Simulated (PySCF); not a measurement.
```xyz
4
charge 0 multiplicity 2, angstrom
S     0.0000    0.0000   -0.2216
N     0.0000    0.0000   -1.6566
F    -1.3709    0.0000    0.7986
F     1.3709    0.0000    0.7986
```

These are results of UPBE0/[S def2-TZVP, N def2-TZVP, F def2-TZVP], no relativity, density fitting, PySCF, not measurements.

This geometry of SNF₂ is a stationary point at this level.

**Question.** What is the point group?

**Answer.** C2v.

**Question.** Is it a minimum?

**Answer.** No: it has 1 imaginary mode, at 471i cm⁻¹ (b1).

**Question.** Which band is strongest in the infrared?

**Answer.** 529 cm⁻¹ (b2), 198 km/mol.

**Question.** What are the dipole moment and the gap between the highest occupied and lowest empty levels of either spin?

**Answer.** 0.20 D and 3.77 eV.

This need not be the most stable arrangement of these atoms. At this level a doublet minimum of Cs symmetry lies 120 kJ/mol below this structure.
